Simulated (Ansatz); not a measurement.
**C₂H₃NO: a ladder of functionals and wavefunction methods**

Aim: compute C₂H₃NO with functionals from several rungs and with coupled cluster. The yardstick is the atomisation energy at the CCSD(T) limit.

The runs use Ansatz 0.2.0, Gaussian basis; functionals in def2-TZVPP, the program's frozen cores in correlated methods.

The runs, in order: LDA (SPW92), PBE-D4, revPBE-D4, BLYP-D4, r2SCAN-D4, B97M-V, PBE0-D4, B3LYP-D4, r2SCANh-D4, r2SCAN0-D4, HSE06-D4, BHLYP-D4, CAM-B3LYP-D4, LC-ωPBE, ωB97X-V, ωB97M-V, B2PLYP, PBE-QIDH; CCSD(T)/def2-SVP; CCSD(T)/def2-TZVPP; MP2/def2-QZVPP; extrapolation to the limit; RPA on PBE.

### 1 The relaxed structure

All runs share one geometry, relaxed beforehand with PBE0-D4 in a triple-zeta def2 set.

SMILES `OC1=NC1`, 7 atoms, charge 0, spin multiplicity 1.

Atoms are counted from 1 here; the program's logs count them from 0.

Bond lengths: O1–C2 1.314 Å, O1–H5 0.968 Å, C2–N3 1.246 Å, C2–C4 1.421 Å, N3–C4 1.559 Å, C4–H6 1.087 Å, C4–H7 1.087 Å. Angles: C2–O1–H5 108.5°, O1–C2–N3 142.3°, O1–C2–C4 146.5°, N3–C2–C4 71.2°, C2–N3–C4 59.6°, C2–C4–N3 49.1°, C2–C4–H6 120.8°, C2–C4–H7 120.8°, N3–C4–H6 116.4°, N3–C4–H7 116.4°, H6–C4–H7 115.8°.

### 2 LDA

This LDA is Slater exchange with PW92 correlation.

Contents of in.yaml:

```yaml
crystal:
  periodic: [false, false, false]
  atoms:
    - {symbol: O, position_ang: [-1.270985, -0.328467, -1.024060]}
    - {symbol: C, position_ang: [-0.163009, -0.165402, -0.336405]}
    - {symbol: N, position_ang: [1.053153, -0.434346, -0.348346]}
    - {symbol: C, position_ang: [0.438598, 0.384930, 0.827502]}
    - {symbol: H, position_ang: [-1.065972, -0.838348, -1.821271]}
    - {symbol: H, position_ang: [0.703181, 1.438624, 0.871684]}
    - {symbol: H, position_ang: [0.366335, -0.124990, 1.785096]}
basis:
  gaussian: {orbitals: def2-TZVPP}
hamiltonian: {xc: lda}
output: {orbitals: {seedname: orbitals}}
```

Launch:

```bash
$ ansatz run in.yaml --threads 2 --pin off --events-out ev --progress --plain --max-ram 4352MiB
```

Further steps of the session: PBE-D4 (GGA); revPBE-D4 (GGA); BLYP-D4 (GGA); r2SCAN-D4 (meta-GGA); B97M-V (meta-GGA); PBE0-D4 (hybrid); B3LYP-D4 (hybrid); r2SCANh-D4 (hybrid); r2SCAN0-D4 (hybrid); HSE06-D4 (hybrid); BHLYP-D4 (hybrid); CAM-B3LYP-D4 (range-separated); LC-ωPBE (range-separated); ωB97X-V (range-separated); ωB97M-V (range-separated); B2PLYP (double hybrid); PBE-QIDH (double hybrid); CCSD(T) in def2-SVP; CCSD(T) in def2-TZVPP; MP2 in def2-QZVPP; RPA on PBE orbitals.

**Question.** What will the summary of the whole plan be? Wanted: atomisation energy, CCSD(T)/CBS; farthest beyond LDA; mean size of error, GGA; mean size of error, meta-GGA; mean size of error, hybrid; mean size of error, range-separated; mean size of error, double hybrid; gap, smallest and largest; T1 diagnostic.

**Answer**, as computed:

| quantity | value |
| --- | --- |
| atomisation energy, CCSD(T)/CBS | 2827.7 kJ/mol |
| functionals within 14.1 kJ/mol (0.5 %) | B2PLYP, PBE-QIDH |
| farthest beyond LDA | PBE-D4 (+157.6 kJ/mol) |
| mean size of error, GGA | 89.6 kJ/mol |
| mean size of error, meta-GGA | 17.6 kJ/mol |
| mean size of error, hybrid | 54.6 kJ/mol |
| mean size of error, range-separated | 24.7 kJ/mol |
| mean size of error, double hybrid | 11.7 kJ/mol |
| gap, smallest and largest | 5.97 eV (BLYP-D4), 13.36 eV (LC-ωPBE) |
| T1 diagnostic | 0.0131 |
| triples share of the correlation energy | 4.4 % |

What this shows: LDA overbinds by 563.9 kJ/mol (20 %). PBE-D4 is off by +157.6 kJ/mol. Double hybrids carry the basis error of their MP2 part in triple zeta, and no dispersion term here, so their miss is partly the set-up's. By mean error the best rung here is double hybrid (11.7 kJ/mol) and the worst beyond LDA is GGA (89.6 kJ/mol). The gap between the best rungs is small, so their order is not settled. The reference freezes the cores and leaves out relativity and excitations past (T), so misses under about 14.1 kJ/mol can't be ranked. Hartree-Fock recovers 65 % of the binding; the rest is correlation. CCSD(T) in def2-SVP is off by -158.4 kJ/mol, more than most functionals: a good method in a small basis is no reference. Orbital gaps span 6.0 to 13.4 eV; exact exchange widens them.
